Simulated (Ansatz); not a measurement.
Ideal-gas functions of C3HO2, SMILES `C#CO[C]=O` radical at 800 K and 1 bar, from an Ansatz frequency run at PBE0-D4/def2-TZVP.

Molar mass 69.04 g/mol, point group Cs (symmetry number 1), electronic degeneracy 2, moments of inertia 30.024, 126.939, 156.963 u Å². Harmonic wavenumbers (cm⁻¹, unscaled): 160, 255, 428, 462, 619, 668, 786, 925, 1108, 1923, 2292, 3493.

Use S(trans) = R[1.5 ln M + 2.5 ln T − 1.1517]; rotational temperatures θ = 24.2544 K / I; S(rot) = R[ln(√π/σ · √(T³/θAθBθC)) + 1.5]; for each mode x = 1.438777 ν̃/T, S = R[x/(eˣ − 1) − ln(1 − e⁻ˣ)] and H = RT x/(eˣ − 1); 1 cm⁻¹ = 0.0119627 kJ/mol; R = 8.31446 J/(mol·K).

Problem. By hand: the entropy, in J/(mol·K).

Solution. Translation 182.2. Rotation: θ = 0.8078, 0.1911, 0.1545 K, giving 116.1. Vibration, mode by mode: 18.70, 14.87, 10.69, 10.09, 7.84, 7.27, 6.10, 4.98, 3.83, 1.20, 0.70, 0.11, in all 86.4. Electronic 5.8. Sum 390.5 J/(mol·K).

Problem. By hand: H − E and G − E in kJ/mol, counted from the electronic energy.

Solution. Zero-point energy ½ × 13119 × 0.0119627 = 78.5; thermal vibration 35.7; translation, rotation and pV give 4 RT = 26.6. H − E = 140.8 kJ/mol, and G − E = 140.8 − 800 × 390.5/1000 = -171.6 kJ/mol.

Vibration gives 22 % of the entropy. The sum counts one conformer and one mirror image; others add a mixing term.
